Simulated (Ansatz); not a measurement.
Ansatz (a first-principles code) input (CCSD(T)/aug-cc-pVDZ):

Ansatz 0.2 input:
```yaml
crystal:
  periodic: [false, false, false]
  atoms:
    - {symbol: N, position_ang: [-0.00105897, 0.01327707, 0.48254113]}
    - {symbol: F, position_ang: [0.00032817, 1.23270648, -0.15911563]}
    - {symbol: F, position_ang: [1.07118647, -0.62149834, -0.10574733]}
    - {symbol: F, position_ang: [-1.07069100, -0.62153474, -0.11044681]}
basis:
  gaussian:
    orbitals: aug-cc-pVDZ
magnetization: {spin_polarized: false}
correlation: {method: ccsd_t, electrons: outside_noble_gas}
output: {forces: true}
```

End of the output:

```
cycle   5  -22.01366659 eV  change    3.4e-3 eV  update   3.5e-3
cycle   6  -22.01725025 eV  change   -3.6e-3 eV  update   1.0e-3
cycle   7  -22.01699096 eV  change    2.6e-4 eV  update   4.5e-4
cycle   8  -22.01673972 eV  change    2.5e-4 eV  update   1.1e-4
cycle   9  -22.01682357 eV  change   -8.4e-5 eV  update   5.7e-5
cycle  10  -22.01682795 eV  change   -4.4e-6 eV  update   2.1e-5
cycle  11  -22.01683432 eV  change   -6.4e-6 eV  update   9.1e-6
perturbative correction -0.72693904 eV, -0.0267145169 hartree
the calculation of the forces begins
Total energy: -9617.10852213 eV, -353.4222194778 hartree
Atom 0 at    -0.001059     0.013277     0.482541 Å, force    -0.001647     0.020652     0.750582 eV/Å
Atom 1 at     0.000328     1.232706    -0.159116 Å, force     0.000567     0.398929    -0.261360 eV/Å
Atom 2 at     1.071186    -0.621498    -0.105747 Å, force     0.352117    -0.209785    -0.243840 eV/Å
Atom 3 at    -1.070691    -0.621535    -0.110447 Å, force    -0.351037    -0.209797    -0.245382 eV/Å
Dipole moment:    -0.000115     0.001442     0.052409 e Å
```
